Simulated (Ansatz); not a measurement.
## Gallium, alpha-Ga (Cmce): convergence with Methfessel-Paxton smearing

Computed with Ansatz, r²SCAN, scalar-relativistic PAW, on the relaxed cell (a = 4.464 Å, b = 7.586 Å, c = 4.535 Å; spin not included). Errors count from a run at 500 eV on a Γ-centred 11×11×9 mesh with Fermi-Dirac smearing of 0.1 eV, extrapolated to zero width. Fixed here: cutoff 500 eV, mesh 8×8×7. The SCF starts from atomic densities corrected by a trained network.

```csv
width (eV),E(σ→0) error (meV/atom),F error (meV/atom),P (GPa),SCF iterations
0.01,1.9,1.9,0.01,7
0.03,1.9,1.9,0.01,7
0.1,1.9,1.8,-0.01,7
0.2,1.6,1.6,-0.02,7
0.3,1.5,1.5,-0.03,7
0.6,1.1,2.7,-0.10,7
1.0,3.9,11.3,-0.16,7
```
